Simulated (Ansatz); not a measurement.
For litharge SnO, rVV10 in Ansatz (PAW) gives:

| Quantity | Value |
|---|---|
| equilibrium lattice constant a | 3.889 Å |
| lattice parameter c | 4.947 Å |
| enthalpy of formation | -1.455 eV/atom |

Question: What does HSE06 (Ansatz, a program for electronic structure, plane waves, PAW) give for the same quantities?

Answer: 
- lattice constant a: 3.799 Å (decreases by 2.3 %)
- lattice parameter c: 5.014 Å (increases by 1.4 %)
- formation enthalpy: -1.268 eV/atom (moves by +0.187 eV/atom)

For comparison: lattice constant a 3.801 Å (measured, temperature not stated, not corrected to a static lattice; as tabulated in Electronic properties of the Sn1−xPbxO alloy and band alignment of the SnO/PbO …); lattice parameter c 4.835 Å (measured, temperature not stated, not corrected to a static lattice; as tabulated in Electronic properties of the Sn1−xPbxO alloy and band alignment of the SnO/PbO …); formation enthalpy -1.445 ± 0.001 eV/atom (measured, 0 K, taken to 0 K with the table's H(298.15)-H(0) of compound and elements; zero-point energies not removed; as tabulated in Cox, Wagman, Medvedev, CODATA Key Values for Thermodynamics (1989)).

Changes are worked out from the printed values.

Unless a cell is named, each level is at its own relaxed cell (rVV10 18.71, HSE06 18.10 Å³/atom).

Levels without +SOC leave out spin–orbit coupling, which shifts energies and cells of such heavy elements.

Caveats: exact exchange on metals is sensitive to the k mesh and can open a false gap (HSE06); the cell comes from a level without a dispersion term, which matters for the spacing of layers, chains or molecules (HSE06). Ansatz's density-functional and Hartree–Fock values are scalar-relativistic unless marked +SOC, with PAW data made under PBE.
